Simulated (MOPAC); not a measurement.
MOPAC input (PM7):

```
PM7 PRECISE GNORM=0.05 LET XYZ CHARGE=-1 GEO-OK AUX(PRECISION=9) THREADS=1
CH4N

C     0.05391172 1    0.80080368 1   -0.10182354 1
N    -0.07202677 1   -0.70518643 1   -0.08531619 1
H     0.20860883 1   -1.14742715 1    0.80112789 1
H    -1.05121284 1   -0.94323814 1   -0.19400284 1
H    -0.09433519 1    1.20392142 1    0.92877463 1
H     1.11765621 1    1.01822688 1   -0.32774514 1
```

Problem. What heat of formation does the run end on?

Solution. 34.03 kcal/mol.
